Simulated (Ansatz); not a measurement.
A made-up structure of AlSiH4O, doublet:

```tsv
atom	x (Å)	y (Å)	z (Å)
O1	-1.6314	-0.8925	-0.6919
Al2	-0.3645	0.2368	-0.7083
Si3	1.1595	0.0986	1.1072
H4	-2.3006	-0.9404	-1.3726
H5	-0.2157	1.2945	-1.8784
H6	-0.0005	0.1385	0.7642
H7	1.0559	-0.8342	2.2572
```

It is relaxed with PBE-D4/def2-SVP and then PBE0-D4/def2-TZVP (Ansatz 0.2.0). Atoms count as bonded within 1.22 times the sum of their covalent radii (H–H: 0.88 Å). The end point is not checked to be a true minimum.

Does its bonding change? (A judgement: the text doesn't fix the answer.)

By the calculation: Yes. Formed: none; broken: Al2–H6.

Where it ends: The first stage lowers the energy by 3.16 eV in 22 steps. It ends as AlSiH₄O ([OH][AlH][SiH2]):
```xyz
7
angstrom
O -1.5598 -1.2942 -1.1051
Al -0.6651 0.1143 -0.7950
Si 0.6077 0.1028 1.2092
H -2.1082 -1.4087 -1.8794
H -0.6879 1.3446 -1.7925
H 1.4438 1.2499 1.6476
H 0.6723 -1.0075 2.1925
```

Labels in which every atom is bracketed show which atoms are joined, not bond orders.

For scale, one of the runs: PBE0-D4/def2-TZVP relaxation, 129 basis functions, launched by `ansatz run in.yaml --threads 2 --pin off --events-out ev --progress --plain --max-ram 4352MiB`. The run took about 51 s on 2 CPU threads of an Intel Xeon Platinum 8259CL (shared host).
